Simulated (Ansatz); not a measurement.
# CH₂O (triplet): the correlation ladder, def2-QZVPP

One table from this session's results is given with a row withheld; the runs are named, their logs left out.

The runs use Ansatz 0.2.0, Gaussian basis; def2-QZVPP, core rule «outside noble gas», up to 2 orbitals frozen.

Plan: UHF; ROHF; CCSD(T) on UHF.

2 further runs of the same task are left out: 2 set aside as unsound or not needed.

## The geometry

The geometry is a PBE0/def2-TZVP stationary point (not a proven minimum).

4 atoms, charge 0, spin multiplicity 3.

Atoms are counted from 1 here; the program's logs count them from 0.

Bond lengths: O1–C2 1.304 Å, C2–H3 1.085 Å, C2–H4 1.085 Å. Angles: O1–C2–H3 118.2°, O1–C2–H4 118.2°, H3–C2–H4 123.6°.

Set-up of the first run:

in.yaml

```yaml
crystal:
  periodic: [false, false, false]
  atoms:
    - {symbol: O, position_ang: [0.000000, 0.000000, 0.643781]}
    - {symbol: C, position_ang: [0.000000, 0.000000, -0.660640]}
    - {symbol: H, position_ang: [0.000000, -0.956723, -1.173362]}
    - {symbol: H, position_ang: [0.000000, 0.956723, -1.173362]}
basis:
  gaussian: {orbitals: "def2-QZVPP.json"}
magnetization: {spin_polarized: true, initial_magnetization: 2}
hamiltonian: {xc: hf}
output: {orbitals: {seedname: orbitals}}
```

On the command line:

```console
$ ansatz run in.yaml --threads 1 --pin off --events-out ev --progress --plain --max-ram 2393MiB
```

Steps of the session up to this table: UHF; ROHF; CCSD(T) on UHF.

One of the session's tables, all rows but one given; the rest of the session is left out.

```
  method  from UCCSD(T) (kcal/mol)
    ROHF                         ?
     UHF                   +251.70
    UMP2                    +24.35
   UCCSD                     +8.92
UCCSD(T)                         0
```

**Question.** Estimate the row for ROHF.

**Answer.** from UCCSD(T) (kcal/mol): +258.13. In the column «from UCCSD(T) (kcal/mol)» it is the highest.
